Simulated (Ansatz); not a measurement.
[Al(OMe)H3]- (CH₆AlO⁻). Charge -1, multiplicity 1. Geometry r2SCAN-D4/def2-TZVPD; atoms count from 1.

```xyz
9

Al   -0.334    0.800   -1.064
O    -0.736   -0.423    0.171
C     0.213   -0.859    1.079
H     0.669   -0.031    1.657
H     1.051   -1.402    0.599
H    -0.237   -1.551    1.812
H    -1.694    1.085   -1.925
H     0.872    0.220   -2.025
H     0.196    2.161   -0.304
```

Estimate the Mulliken populations from the PBE0/def2-TZVPD orbitals of Ansatz.


```
atom  charge (e)
 Al1       -0.06
  O2       -0.44
  C3       -0.45
  H4        0.18
  H5        0.17
  H6        0.16
  H7       -0.16
  H8       -0.19
  H9       -0.20
```
Mulliken values and Mayer orders depend strongly on the basis. With diffuse functions, as here, like atoms can get unlike values, and bond orders can come out too low or too high.

And the Mayer bond orders between bonded heavy atoms (over 0.3)?

Al1–O2 0.99 (1.78 Å); O2–C3 0.92 (1.38 Å).
